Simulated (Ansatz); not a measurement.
Species: CH$_{5}$N, charge 0, singlet. CH5N (SMILES CN).
B3LYP-D3(BJ)/def2-TZVP minimum from Ansatz (a quantum-chemistry and plane-wave program):
```
C
H 1 1.0912
H 1 1.0912 2 107.19
H 1 1.0988 2 107.88 3 -115.94
N 1 1.4624 2 109.21 3 118.20
H 5 1.0129 1 110.75 2 -179.27
H 5 1.0129 6 106.88 1 120.72
```
Charge 0, spin multiplicity 1.

Property: atomisation energy (electronic, to ground-state atoms), in kcal/mol. Radicals and triplets start from unrestricted determinants; spin-orbit coupling is neglected. CBS(X,Y): correlation extrapolated as X^-3, Hartree-Fock from the larger set (Q,5: extrapolated as (X+1)exp(-9√X)). A bracket is a step between two methods taken in the basis named. Functionals run without relativity, which enters their misses. '+ core + X2C': CCSD(T) terms for core correlation (cc-pwCVTZ) and scalar relativity (cc-pVTZ-DK). Where a partner has so few electrons that a lower coupled-cluster level is exact, that level stands in.

CCSD(T)/CBS(cc-pVQZ,cc-pV5Z) + [CCSDT(Q) - CCSD(T)]/cc-pVDZ + core + X2C (Ansatz) gives 582.4 kcal/mol.

Question: What does PBE/def2-TZVPD (Ansatz) give here, and how do the other levels compare?

Answer: PBE gives 589.8 kcal/mol, 7.4 kcal/mol above it. Differences of the others: r2SCAN/def2-TZVPD (Ansatz) -5.0; B3LYP/def2-TZVPD (Ansatz) 0.3; PBE0/def2-TZVPD (Ansatz) -2.4; wB97M-V/def2-TZVPD (Ansatz) 0.6; CCSD(T)/CBS(cc-pVQZ,cc-pV5Z) + core + X2C (Ansatz) -0.3 kcal/mol. Nearer than PBE: r2SCAN/def2-TZVPD, B3LYP/def2-TZVPD, PBE0/def2-TZVPD, wB97M-V/def2-TZVPD, CCSD(T)/CBS(cc-pVQZ,cc-pV5Z) + core + X2C.
